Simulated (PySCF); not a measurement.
Gas-phase reaction: 3 SiO2 + 6 Cl = 3 SiCl2 + 2 O3, at 1400 K and a standard pressure of 1 bar. Level: ωB97M-V/def2-TZVP†.

Method: PySCF energies plus ideal-gas RRHO corrections (1 bar). † marks an energy on the PBE0/def2-TZVP geometry and frequencies. Open shells (unrestricted): Cl (multiplicity 2, electronic degeneracy 6); the rest are closed-shell singlets. Spin-orbit splitting is ignored; it lowers the true energy and changes the entropy of Cl. The harmonic model lacks anharmonicity and excited electronic states, which grow with temperature; levels with a mode under 35 cm⁻¹ are left out. Strong static correlation: O3.

```
species       E (Ha)  H(1400 K) − E (kJ/mol)  S°(1400 K) (J/mol/K)
-------  -----------  ----------------------  --------------------
SiO2      -439.97456                    90.7                 314.3
Cl        -460.12517                    29.1                 200.4
SiCl2    -1209.94107                    82.1                 368.1
O3        -225.45290                    85.5                 310.9
```
E: electronic energy; H − E holds the zero-point and thermal terms. 1 Ha = 2625.5 kJ/mol.

### Question
Work out ΔH°, ΔS°, ΔG° and log10 K from these numbers.

### Answer
1. ΔE = 3×(-1209.94107) + 2×(-225.45290) − 3×(-439.97456) − 6×(-460.12517) = -0.05431 Ha = -142.6 kJ.
2. Δ(H − E) = 3×(82.1) + 2×(85.5) − 3×(90.7) − 6×(29.1) = -29.4 kJ, so ΔH° = -172.0 kJ.
3. ΔS° = 3×(368.1) + 2×(310.9) − 3×(314.3) − 6×(200.4) = -419.2 J/K; the number of gas molecules changes by -4.
4. ΔG° = ΔH° − TΔS° = -172.0 − 1400×(-419.2)/1000 = 414.9 kJ.
5. log10 K = −ΔG°/(RT ln 10) = -15.48, with RT ln 10 = 26.80 kJ/mol; at standard pressures the reactants are favoured.
6. A shift of 10 kJ in ΔE would move log10 K by 0.37 here.
For scale, ΔH°(298 K) is -147 kJ at this level, -135 kJ at ωB97X-V/def2-TZVP†, and runs from -561 to 808 kJ over the 20 levels computed; the NASA 1993 table gives -34 kJ (entries not checked at source). After a fit of one offset per element over all species, the range-separated, M06-2X, PBE0/def2-QZVP and CCSD(T)/def2-TZVPP enthalpies, where run, lie to one side of the table for SiO2 (+35 kJ/mol), O3 (+19 kJ/mol): a fault of the table's entry, another state or a shared error of the levels is possible; this was not checked at source.
